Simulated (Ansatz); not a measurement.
We consider hcp Mg, described by LDA (Ansatz, a quantum-chemistry and plane-wave program, plane waves, PAW).

Settings: plane-wave cutoff 520 eV, 18×18×8 k mesh (along the axes of the cell as run), Fermi–Dirac smearing 0.1 eV, perturbation theory, scalar-relativistic PAW data made under PBE.

The cell has the measured lattice parameters. Conventional cell: a = 3.2093 Å, b = 3.2093 Å, c = 5.2106 Å, α = 90.00°, β = 90.00°, γ = 120.00°.

Mg is modelled in the hexagonal space group P6₃/mmc (No. 194), the hcp (Mg type) structure, Pearson symbol hP2. Lattice parameters: a = b = 3.2093 Å, c = 5.2106 Å, α = β = 90.00°, γ = 120.00°. Mg on 2c is coordinated by 12 Mg at 3.197–3.209 Å (anticuboctahedral). (Neighbours: up to the widest gap in distance over summed covalent radii, below 1.35, at either atom.)

Harmonic phonon frequencies (cm⁻¹; i marks an imaginary mode):

```
q point          frequencies
-------  -------------------
Γ                 (withheld)
M                 (withheld)
K                 (withheld)
A        87 87 87 87 160 160
```

Task: Some entries are withheld; supply them.

Result: 
- Γ, frequencies: 0 0 0 118 118 225
- M, frequencies: 116 121 169 181 204 214
- K, frequencies: 152 152 172 178 178 206

No imaginary mode appears at these points.

Note: the cell isn't this level's own, so it is under some stress, which shifts stiffness and frequencies.
